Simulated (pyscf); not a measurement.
# Four-centre exchange: `[F][GeH2][F]` + `[NH3]` → `[NH2][GeH]([F])[F]` + `[H][H]`

Gas phase, singlet surface, charge 0. Bonds broken: Ge2–H4, N6–H7. Bonds formed: Ge2–N6, H4–H7. PySCF, gas phase, ωB97X-D3(BJ)/def2-SVP geometries.

Transition state (Å):

```xyz
9

F     -0.0609     0.2160     1.5649
Ge    -1.0370    -0.2596     0.2177
F     -0.1786    -1.7447    -0.1682
H     -1.7889     1.5216     0.2238
H     -2.4504    -0.8015     0.3805
N     -0.5074     0.7060    -1.3863
H     -1.3096     1.4569    -0.7665
H     -0.5905     0.2533    -2.3001
H      0.4406     1.0782    -1.2835
```

One imaginary mode, 1589i cm⁻¹; descent along it reached the two sides named, in the forms told below.

```
bond    change  reactant side (Å)  saddle  product side
------  ------  -----------------  ------  ------------
Ge2–H4  breaks              1.525   1.933           4.0
N6–H7   breaks              1.020   1.262           2.7
Ge2–N6   forms              2.462   1.946         1.797
H4–H7    forms                3.0   1.102         0.761
```

Electronic energies relative to the separated reactants (kcal/mol):

```tsv
level	barrier	reaction energy	reverse barrier
ωB97X-D3(BJ)/def2-TZVP	39.7	-2.7	42.4
PBE/def2-TZVP	35.2	-0.5	35.7
r²SCAN/def2-TZVP	35.9	-2.4	38.4
B3LYP-D3(BJ)/def2-TZVP	39.9	-1.4	41.2
PBE0-D3(BJ)/def2-TZVP	36.8	-1.2	38.0
M06-2X/def2-TZVP	38.1	-5.8	43.9
ωB97M-D3(BJ)/def2-TZVP	40.6	-1.2	41.8
HF/def2-TZVP	57.4	+0.4	57.1
```

With ωB97M-D3(BJ)/def2-TZVP energies and thermal terms (ideal gas, 1 atm, RRHO with modes under 100 cm⁻¹ raised to 100, one conformer, R ln 2 for rigid chiral ones), in kcal/mol:

```
T (K)   ΔH‡   ΔG‡    ΔH    ΔG
-----  ----  ----  ----  ----
298    38.3  48.7  -4.5  -3.3
600    38.6  59.2  -3.0  -2.6
900    39.5  69.3  -1.8  -2.7
1200   40.4  79.1  -1.0  -3.1
```

On the reactant side the descent ends in a bound adduct, 10.0 kcal/mol under the separated species and 49.6 kcal/mol under the saddle at ωB97X-D3(BJ)/def2-TZVP. At the saddle there is also a short Ge–H contact that neither side keeps. One saddle was located; it need not be the lowest between these sides. Elements up to Kr have no core potential and no relativistic terms here.
